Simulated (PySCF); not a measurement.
Compound: C3H8O2S.
Cartesian coordinates in Å at the PBE0-D3(BJ)/def2-SVP level; atoms count from 1:
```
atom  x, y, z in Å
C1     1.558    0.553    0.594
C2     0.928   -0.747    0.144
S3    -0.582   -0.531   -0.807
C4    -1.807    0.013    0.374
O5    -0.365    0.563   -1.753
O6    -0.990   -1.854   -1.272
H7     2.532    0.360    1.065
H8     0.932    1.080    1.330
H9     1.709    1.217   -0.268
H10    0.684   -1.438    0.965
H11    1.560   -1.296   -0.572
H12   -2.727    0.124   -0.217
H13   -1.517    0.979    0.804
H14   -1.944   -0.759    1.142
```

Level: CAM-B3LYP/def2-SVPD in PySCF, non-relativistic, on one gas-phase PBE0-D3(BJ)/def2-SVP geometry that isn't relaxed in the solvent. The solvent is an IEF-PCM continuum (Bondi radii, 1.10 Å for H, scaled by 1.2), and excitations are vertical TDDFT with non-equilibrium linear response and a frozen core. Only the electrostatic response of the medium enters.

```
run  E − E(gas) (kcal/mol)  HOMO (eV)  HOMO–LUMO gap (eV)  dipole (D)  lowest singlet (eV)  static polarisability (au)
gas                   0.00      -9.72               10.49        4.99                 7.67                        64.6
  P                 -10.49      -9.77               10.86        6.35                 7.80                        82.5
  Q                  -8.78      -9.75               10.83        6.11                 7.80                        79.0
```

Problem. The runs were made in chloroform and dichloromethane. Which run belongs to which solvent?

Solution. P = dichloromethane, Q = chloroform. The dielectric constants are 4.711 (chloroform), 8.93 (dichloromethane), and the energy falls further as ε rises. The optical constants n² used for the excitations are 2.09, 2.03 in the same order. In this model the ground state sees the solvent through ε alone.

Problem. How constant is the ratio of the lowering to (ε − 1)/(2ε + 1)?

Solution. 
```
        solvent  (ε − 1)/(2ε + 1)  E − E(gas) (kcal/mol)  ratio (kcal/mol)  polarisation term (kcal/mol)
     chloroform             0.356                  -8.78             -24.7                        -10.12
dichloromethane             0.420                 -10.49             -24.9                        -12.44
```

The ratio changes by +1.2 % in size from chloroform to dichloromethane. The polarisation term is half the interaction of the solute with the induced surface charges.
